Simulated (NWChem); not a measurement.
System: hydrogen peroxide (H2O2); SMILES OO

Results from NWChem. Pople sets run with spherical d functions. Coordinates come from a PBE0/def2-SVP optimisation. Total energies compare along this basis series because the functional is fixed.

| level | basis functions | energy (Ha) | highest occupied level (eV) | orbital gap (eV) | dipole (D) |
|---|---|---|---|---|---|
| B3LYP/STO-3G | 12 | -149.4381 | -3.39 | 9.64 | 1.42 |
| B3LYP/3-21G | 22 | -150.6904 | -6.48 | 8.26 | 1.98 |
| B3LYP/6-31G* | 32 | -151.5290 | -7.19 | 8.44 | 1.80 |
| B3LYP/6-31+G* | 40 | -151.5443 | -7.85 | 7.98 | 1.87 |
| B3LYP/def2-SVP | 38 | -151.4228 | -7.27 | 8.32 | 1.77 |
| B3LYP/def2-SVPD | 62 | -151.4466 | -7.98 | 7.88 | 1.68 |
| B3LYP/def2-TZVP | 74 | -151.6173 | -7.75 | 8.09 | 1.77 |
| B3LYP/6-311++G** | 58 | -151.6015 | -7.93 | 7.45 | 1.83 |
| B3LYP/aug-cc-pVTZ | 138 | -151.6173 | -7.89 | 7.35 | 1.64 |
